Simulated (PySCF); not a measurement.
**C6H12 (SMILES C/C=C\CCC) at 5 levels**

Wanted: a comparison of 5 runs (HF/STO-3G, HF/3-21G, B3LYP/6-31G*, BHLYP/6-31G*, wB97X/6-31G*) of C6H12. 

The calculation is run with PySCF 2.14.0.

1 further run of the same task is left out (set aside as unsound or not needed).

## (1) The molecule

C6H12: 18 atoms, total charge 0, spin state singlet. As SMILES, `C/C=C\CCC`. The coordinates come from a GFN2-xTB relaxation. This is one conformer, not always the lowest.

Some bond lengths: C1–C2 1.499 Å, C2–C3 1.324 Å, C3–C4 1.497 Å, C4–C5 1.532 Å, C5–C6 1.523 Å, C1–H7 1.090 Å, C1–H8 1.088 Å, C1–H9 1.086 Å, C2–H10 1.082 Å, C3–H11 1.083 Å, C4–H12 1.095 Å, C4–H13 1.090 Å, C5–H14 1.092 Å, C5–H15 1.092 Å, C6–H16 1.088 Å, C6–H17 1.088 Å. Some angles: C1–C2–C3 125.6°, C2–C3–C4 126.3°, C3–C4–C5 111.5°, C4–C5–C6 111.7°, C1–C2–H10 115.6°, C3–C2–H10 118.9°, C2–C1–H7 110.6°, C2–C1–H8 111.0°, C2–C1–H9 110.6°, C2–C3–H11 119.2°.

## (2) The energy at HF/STO-3G (run 1)

The input, input.py:

```python
from pyscf import gto

system = gto.M(
    atom='''
C     -1.977570    -1.218270     0.483730
C     -0.746170    -1.048270     1.321210
C      0.464370    -0.768650     0.863220
C      0.844000    -0.561500    -0.569600
C      1.430440     0.835600    -0.798490
C      0.396320     1.927490    -0.555500
H     -1.918060    -2.133300    -0.105060
H     -2.100110    -0.384740    -0.204610
H     -2.861820    -1.277160     1.112040
H     -0.883530    -1.182020     2.386160
H      1.283300    -0.665250     1.564140
H      1.598130    -1.306990    -0.840970
H     -0.018520    -0.704490    -1.220080
H      2.279730     0.983920    -0.127670
H      1.799580     0.905850    -1.824270
H     -0.432050     1.830240    -1.254180
H      0.002020     1.855490     0.455680
H      0.839940     2.912060    -0.685760
''',
    verbose=3,
    max_memory=1860,
    basis='sto-3g',
    charge=0,
    spin=0,
)

calc0 = system.RHF()
calc0.conv_tol = 1e-10
calc0.kernel()
if not calc0.converged:
    calc0 = calc0.newton().run(calc0.mo_coeff, calc0.mo_occ)

e_tot = calc0.e_tot
print('Final energy', e_tot)
```

On the command line:

```sh
$ OMP_NUM_THREADS=1 python input.py
```

Output:

```text
converged SCF energy = -231.400211386402
Final energy -231.4002113864023
```

Run time: 1.7 s. Hardware: 1 thread of Intel Xeon at 2.70GHz, shared host; peak memory 0.12 GiB.

## (3) The energy at HF/3-21G (run 2)

The input, mol.xyz:

```xyz
18

C     -1.977570    -1.218270     0.483730
C     -0.746170    -1.048270     1.321210
C      0.464370    -0.768650     0.863220
C      0.844000    -0.561500    -0.569600
C      1.430440     0.835600    -0.798490
C      0.396320     1.927490    -0.555500
H     -1.918060    -2.133300    -0.105060
H     -2.100110    -0.384740    -0.204610
H     -2.861820    -1.277160     1.112040
H     -0.883530    -1.182020     2.386160
H      1.283300    -0.665250     1.564140
H      1.598130    -1.306990    -0.840970
H     -0.018520    -0.704490    -1.220080
H      2.279730     0.983920    -0.127670
H      1.799580     0.905850    -1.824270
H     -0.432050     1.830240    -1.254180
H      0.002020     1.855490     0.455680
H      0.839940     2.912060    -0.685760
```

The input, job.py:

```python
from pyscf import gto

system = gto.M(
    atom='mol.xyz',
    verbose=3,
    basis='3-21g',
    max_memory=1860,
)

mf = system.RHF()
mf.conv_tol = 1e-10
mf.kernel()
if not mf.converged:
    mf = mf.newton().run(mf.mo_coeff, mf.mo_occ)

energy = mf.e_tot
print('Final energy', energy)
```

On the command line:

```sh
$ OMP_NUM_THREADS=1 python job.py
```

Output:

```text
converged SCF energy = -232.880321734256
Final energy -232.88032173425648
```

It took 1.8 s on 1 thread of Intel Xeon at 2.70GHz, shared host; peak memory 0.15 GiB.

Runs 3 to 4 aren't shown in full; the table further down has their settings and results.

## (4) A single-point energy at wB97X/6-31G(d) (spherical functions) (run 5)

The input, run.py:

```python
from pyscf import gto, dft

mol = gto.M(
    atom=[
    ('C', (-1.977570, -1.218270, 0.483730)),
    ('C', (-0.746170, -1.048270, 1.321210)),
    ('C', (0.464370, -0.768650, 0.863220)),
    ('C', (0.844000, -0.561500, -0.569600)),
    ('C', (1.430440, 0.835600, -0.798490)),
    ('C', (0.396320, 1.927490, -0.555500)),
    ('H', (-1.918060, -2.133300, -0.105060)),
    ('H', (-2.100110, -0.384740, -0.204610)),
    ('H', (-2.861820, -1.277160, 1.112040)),
    ('H', (-0.883530, -1.182020, 2.386160)),
    ('H', (1.283300, -0.665250, 1.564140)),
    ('H', (1.598130, -1.306990, -0.840970)),
    ('H', (-0.018520, -0.704490, -1.220080)),
    ('H', (2.279730, 0.983920, -0.127670)),
    ('H', (1.799580, 0.905850, -1.824270)),
    ('H', (-0.432050, 1.830240, -1.254180)),
    ('H', (0.002020, 1.855490, 0.455680)),
    ('H', (0.839940, 2.912060, -0.685760)),
],
    max_memory=1860,
    basis='6-31g*',
    spin=0,
    verbose=3,
)

mf = dft.RKS(mol)
mf.xc = 'wb97x'
mf.conv_tol = 1e-10
mf.grids.level = 5
mf.kernel()
if not mf.converged:
    mf = mf.newton().run(mf.mo_coeff, mf.mo_occ)

etot = mf.e_tot
print('Final energy', etot)
```

On the command line:

```sh
$ OMP_NUM_THREADS=1 python run.py
```

Output:

```text
converged SCF energy = -235.778218114283
Final energy -235.77821811428316
```

Run time: 81 s. Hardware: 1 thread of Intel Xeon at 2.70GHz, shared host; peak memory 0.59 GiB.

## (5) The series

| run | level | integration grid | energy (Eh) | dipole moment (D) | HOMO energy (eV) | LUMO energy (eV) | wall time |
| --- | --- | --- | --- | --- | --- | --- | --- |
| 1 | HF/STO-3G | – | -231.400211 | 0.15 | -7.89 | 8.82 | 1.7 s |
| 2 | HF/3-21G | – | -232.880322 | 0.16 | -9.25 | 5.09 | 1.8 s |
| 3 | B3LYP/6-31G* (spherical functions) | 5 | -235.843627 | 0.19 | -6.38 | 0.83 | 51 s |
| 4 | BHLYP/6-31G* (spherical functions) | 5 | -235.683577 | 0.17 | -7.64 | 2.20 | 47 s |
| 5 | wB97X/6-31G* (spherical functions) | 5 | -235.778218 | 0.17 | -9.02 | 3.27 | 81 s |

## (6) Summary of results

```
            quantity          value
 run 5: total energy  -235.77822 Eh
run 5: dipole moment         0.17 D
  run 5: HOMO energy       -9.02 eV
  run 5: LUMO energy        3.27 eV
run 5: HOMO–LUMO gap       12.29 eV
```

In words: The dipole moment (its size) runs from 0.15 D (HF/STO-3G) to 0.19 D (B3LYP/6-31G*). The two ends differ in method and basis. The HOMO–LUMO gap runs from 7.21 eV (B3LYP/6-31G*) to 16.71 eV (HF/STO-3G). Totals of different functionals can't be ranked against each other. In run 1 the basis is minimal, so the values are rough. All runs together took 3.1 min, the longest 81 s.
